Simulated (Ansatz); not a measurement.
HS, SMILES `[SH+]` (lower triplet) (charge 1, multiplicity 3). The linear singlet lies higher and needs more than one determinant, so no gap is given.

The numbers are results of PBE0/cc-pVTZ // B3LYP-D3(BJ)/def2-TZVP (Ansatz, a program for electronic structure), not measurements.

Ansatz 0.2 input:
```yaml
crystal:
  periodic: [false, false, false]
  atoms:
    - { symbol: S, position_ang: [0.68555, -0.000004, -0.000002] }
    - { symbol: H, position_ang: [-0.68555, 0.000004, 0.000002] }
basis:
  gaussian: { orbitals: cc-pVTZ }
hamiltonian:
  xc: pbe0
total_charge: 1
magnetization:
  spin_polarized: true
  initial_magnetization: 2
```

Output:

```
Functional definition: PBE0
344 factors; their error is unknown
mean field evaluation 1: about -10836.1361 eV, gradient 9.9e0 eV
mean field evaluation 2: about -10836.5190 eV, gradient 4.8e0 eV
mean field evaluation 4: about -10836.6006 eV, gradient 2.0e-1 eV
mean field evaluation 8: about -10836.6129 eV, gradient 2.6e-3 eV
mean field -10836.61287306 eV, -398.2381777650 hartree, gradient 1.5e-5 eV, S^2 2.007804; 0 other end points of the search recorded, 0 dependent functions left out
reference -10836.61289008 eV, -398.2381783903 hartree; 9, 7 occupied and 39, 41 virtual orbitals, 344 factors
Total energy: -10836.61289008 eV, -398.2381783903 hartree
```
